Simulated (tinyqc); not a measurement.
Worked calculation: G0W0 on RHF in the sto-3g basis, for H2F+, spin multiplicity 1. One step of it, computed by the program tinyqc.

Problem. G0W0 on Hartree-Fock: HOMO. W(p,q,m) = sqrt2 sum_ia (pq|ia) (X+Y)_ia,m; Sigma_c(x) = sum_(i,m) W^2/(x - e_i + w_m) + sum_(a,m) W^2/(x - e_a - w_m); solve x = e_p + Sigma_c(x) by Newton steps; Z = 1/(1 - dSigma/dx); 1 hartree = 27.211386 eV.

orbital energies (hartree): MO1 -26.595801, MO2 -2.012183, MO3 -1.132924, MO4 -1.041475, MO5 -1.014833, MO6 -0.066573, MO7 0.090999

Two-electron integrals over orbitals (pq|rs), unique and non-zero (hartree):
```
p,q,r,s,(pq|rs)
1,1,1,1,5.362897
2,1,1,1,-0.505730
2,1,2,1,0.075659
2,2,1,1,1.206507
2,2,2,1,-0.019778
2,2,2,2,0.859445
3,1,1,1,0.027469
3,1,2,1,-0.003522
3,1,2,2,0.002937
3,1,3,1,0.017686
3,2,1,1,-0.018332
3,2,2,1,0.001706
3,2,2,2,0.003200
3,2,3,1,0.025743
3,2,3,2,0.155455
3,3,1,1,0.984100
3,3,2,1,-0.008428
3,3,2,2,0.753297
3,3,3,1,-0.001149
3,3,3,2,-0.005793
3,3,3,3,0.727890
4,1,1,1,0.125069
4,1,2,1,-0.016145
4,1,2,2,0.012756
4,1,3,1,0.001365
4,1,3,2,0.000100
4,1,3,3,0.004666
4,1,4,1,0.027388
4,2,1,1,-0.094539
4,2,2,1,0.007525
4,2,2,2,-0.003301
4,2,3,1,0.000065
4,2,3,2,0.001578
4,2,3,3,-0.008135
4,2,4,1,0.029715
4,2,4,2,0.159593
4,3,1,1,0.020121
4,3,2,1,-0.000806
4,3,2,2,0.008367
4,3,3,1,-0.003532
4,3,3,2,0.005950
4,3,3,3,0.009948
4,3,4,1,-0.001864
4,3,4,2,-0.011101
4,3,4,3,0.049302
4,4,1,1,1.140705
4,4,2,1,-0.013898
4,4,2,2,0.808345
4,4,3,1,0.000215
4,4,3,2,-0.013020
4,4,3,3,0.703583
4,4,4,1,-0.009892
4,4,4,2,-0.085135
4,4,4,3,0.010741
4,4,4,4,0.868558
5,1,5,1,0.029585
5,2,5,1,0.039221
5,2,5,2,0.182444
5,3,5,1,-0.001997
5,3,5,2,-0.007223
5,3,5,3,0.038328
5,4,5,1,-0.009069
5,4,5,2,-0.033180
5,4,5,3,0.002472
5,4,5,4,0.052810
5,5,1,1,1.264015
5,5,2,1,-0.014271
5,5,2,2,0.881618
5,5,3,1,0.000791
5,5,3,2,-0.009691
5,5,3,3,0.743133
5,5,4,1,0.003576
5,5,4,2,-0.052128
5,5,4,3,0.011616
5,5,4,4,0.824691
5,5,5,5,0.997514
6,1,1,1,0.188782
6,1,2,1,-0.029727
6,1,2,2,0.003941
6,1,3,1,0.004270
6,1,3,2,0.003698
6,1,3,3,0.001791
6,1,4,1,-0.006329
6,1,4,2,-0.019066
6,1,4,3,0.000686
6,1,4,4,0.012173
6,1,5,5,0.005278
6,1,6,1,0.018988
6,2,1,1,-0.260203
6,2,2,1,0.006655
6,2,2,2,-0.133131
6,2,3,1,0.002492
6,2,3,2,0.015929
6,2,3,3,-0.085175
6,2,4,1,-0.017391
6,2,4,2,-0.045614
6,2,4,3,-0.004520
6,2,4,4,-0.088780
6,2,5,5,-0.137046
6,2,6,1,0.006234
6,2,6,2,0.071401
6,3,1,1,0.089822
6,3,2,1,-0.001893
6,3,2,2,0.047612
6,3,3,1,-0.003934
6,3,3,2,0.018179
6,3,3,3,0.042316
6,3,4,1,0.000243
6,3,4,2,-0.012807
6,3,4,3,0.017806
6,3,4,4,0.036146
6,3,5,5,0.051075
6,3,6,1,0.000180
6,3,6,2,-0.018013
6,3,6,3,0.067160
6,4,1,1,-0.286465
6,4,2,1,0.003948
6,4,2,2,-0.152970
6,4,3,1,-0.001911
6,4,3,2,-0.011826
6,4,3,3,-0.093179
6,4,4,1,-0.004646
6,4,4,2,0.017073
6,4,4,3,-0.008068
6,4,4,4,-0.157416
6,4,5,5,-0.159243
6,4,6,1,0.000087
6,4,6,2,0.056374
6,4,6,3,-0.035686
6,4,6,4,0.087952
6,5,5,1,-0.012262
6,5,5,2,-0.047608
6,5,5,3,0.006873
6,5,5,4,-0.009860
6,5,6,5,0.024181
6,6,1,1,0.683931
6,6,2,1,-0.005467
6,6,2,2,0.559806
6,6,3,1,-0.002790
6,6,3,2,-0.037744
6,6,3,3,0.541971
6,6,4,1,0.014665
6,6,4,2,0.064987
6,6,4,3,-0.027599
6,6,4,4,0.537118
6,6,5,5,0.538851
6,6,6,1,-0.005617
6,6,6,2,-0.048988
6,6,6,3,-0.035948
6,6,6,4,-0.012975
6,6,6,6,0.579194
7,1,1,1,0.063838
7,1,2,1,-0.010327
7,1,2,2,0.000498
7,1,3,1,-0.015896
7,1,3,2,-0.023386
7,1,3,3,0.002502
7,1,4,1,0.000333
7,1,4,2,-0.002999
7,1,4,3,0.003622
7,1,4,4,0.002914
7,1,5,5,0.001732
7,1,6,1,0.002054
7,1,6,2,-0.002566
7,1,6,3,0.003694
7,1,6,4,0.001322
7,1,6,6,0.002866
7,1,7,1,0.016803
7,2,1,1,-0.090845
7,2,2,1,0.002124
7,2,2,2,-0.046705
7,2,3,1,-0.017399
7,2,3,2,-0.064457
7,2,3,3,-0.020407
7,2,4,1,-0.002993
7,2,4,2,-0.002570
7,2,4,3,0.021254
7,2,4,4,-0.036747
7,2,5,5,-0.046764
7,2,6,1,-0.002582
7,2,6,2,0.007910
7,2,6,3,0.020018
7,2,6,4,0.018604
7,2,6,6,-0.018927
7,2,7,1,0.015406
7,2,7,2,0.059407
7,3,1,1,-0.413816
7,3,2,1,0.008034
7,3,2,2,-0.204281
7,3,3,1,-0.000126
7,3,3,2,0.021888
7,3,3,3,-0.159292
7,3,4,1,0.001096
7,3,4,2,0.055300
7,3,4,3,-0.001027
7,3,4,4,-0.192837
7,3,5,5,-0.226515
7,3,6,1,-0.004631
7,3,6,2,0.061540
7,3,6,3,-0.013929
7,3,6,4,0.084966
7,3,6,6,-0.032240
7,3,7,1,-0.001553
7,3,7,2,0.027143
7,3,7,3,0.160864
7,4,1,1,-0.028215
7,4,2,1,0.000233
7,4,2,2,-0.013089
7,4,3,1,0.006941
7,4,3,2,0.052366
7,4,3,3,-0.007928
7,4,4,1,-0.002625
7,4,4,2,-0.008686
7,4,4,3,-0.007077
7,4,4,4,-0.016648
7,4,5,5,-0.014629
7,4,6,1,0.002558
7,4,6,2,0.012526
7,4,6,3,0.036447
7,4,6,4,-0.004864
7,4,6,6,-0.034762
7,4,7,1,-0.006410
7,4,7,2,-0.007709
7,4,7,3,0.022017
7,4,7,4,0.046578
7,5,5,1,-0.004096
7,5,5,2,-0.015912
7,5,5,3,-0.024259
7,5,5,4,0.000624
7,5,6,5,0.002290
7,5,7,5,0.020455
7,6,1,1,-0.006245
7,6,2,1,0.000304
7,6,2,2,0.003870
7,6,3,1,0.008100
7,6,3,2,0.077409
7,6,3,3,-0.000396
7,6,4,1,0.002598
7,6,4,2,0.007915
7,6,4,3,0.042680
7,6,4,4,-0.012437
7,6,5,5,-0.002233
7,6,6,1,1.33e-06
7,6,6,2,-0.004654
7,6,6,3,0.064645
7,6,6,4,-0.024106
7,6,6,6,-0.067569
7,6,7,1,-0.007719
7,6,7,2,0.004971
7,6,7,3,0.030794
7,6,7,4,0.048001
7,6,7,6,0.120372
7,7,1,1,0.780190
7,7,2,1,-0.007326
7,7,2,2,0.606981
7,7,3,1,0.005984
7,7,3,2,0.049095
7,7,3,3,0.606458
7,7,4,1,0.003721
7,7,4,2,0.008512
7,7,4,3,0.023016
7,7,4,4,0.575109
7,7,5,5,0.591457
7,7,6,1,0.002663
7,7,6,2,-0.042003
7,7,6,3,0.053520
7,7,6,4,-0.045899
7,7,6,6,0.493434
7,7,7,1,-0.004378
7,7,7,2,-0.012412
7,7,7,3,-0.048467
7,7,7,4,0.028344
7,7,7,6,0.063586
7,7,7,7,0.606570
```

excitation energies w (hartree): 0.995310  1.055084  1.135125  1.146130  1.284139  1.519221  2.107199  2.227275  26.567069  26.720500

X + Y:
```
,1,2,3,4,5,6,7,8,9,10
1>6,0.000000,-0.000142,-0.000320,0.000000,-0.000267,0.000759,-0.000860,0.000262,0.998930,0.026647
1>7,0.000000,-0.000426,0.000774,0.000000,0.000434,0.000326,0.000873,-0.002140,-0.026803,0.999012
2>6,0.000000,-0.058999,-0.054463,0.000000,0.025918,-0.249250,0.918897,0.169603,0.000070,-0.000026
2>7,0.000000,-0.036599,0.045099,0.000000,-0.011610,-0.073484,-0.199124,0.949389,-0.000036,0.000182
3>6,0.000000,0.388365,-0.641820,0.000000,0.578442,-0.067291,-0.034299,0.016350,0.000000,0.000022
3>7,0.000000,-0.256867,-0.208736,0.000000,0.060917,0.831995,0.132869,0.071083,-0.000032,-0.000012
4>6,0.000000,0.854015,0.247048,0.000000,-0.192877,0.220398,0.074977,0.034768,0.000000,0.000007
4>7,0.000000,-0.046350,0.667947,0.000000,0.692416,0.068056,0.022056,-0.004166,0.000018,-0.000040
5>6,0.975666,0.000000,0.000000,0.026429,0.000000,0.000000,0.000000,0.000000,0.000000,0.000000
5>7,-0.030626,0.000000,0.000000,0.981848,0.000000,0.000000,0.000000,0.000000,0.000000,0.000000
```

Give: The 12 largest terms at x = e_p; Newton steps; quasiparticle energy of the HOMO; Hartree-Fock value.

Solution.

The 12 largest terms at x = e_p (hartree; W for the signs of X + Y given):
```
q,m,W,term
5,6,-0.2693,0.0477
5,7,-0.2273,0.0245
5,8,-0.1250,0.0070
5,2,-0.0672,0.0043
2,1,-0.0650,0.0021
5,5,0.0471,0.0017
5,3,-0.0414,0.0015
3,4,-0.0334,0.0009
6,1,0.0333,-0.0006
7,4,0.0285,-3.60e-04
2,4,-0.0239,2.66e-04
4,1,-0.0136,1.82e-04
```

Newton steps (hartree):
```
step,x,Sigma_c(x),Z
0,-1.0148,0.0894,0.9474
1,-0.9301,0.0849,0.9523
2,-0.9299,0.0849,0.9523
3,-0.9299,0.0849,0.9523
```

quasiparticle energy of the HOMO = -25.3043 eV

Hartree-Fock value = -27.6150 eV
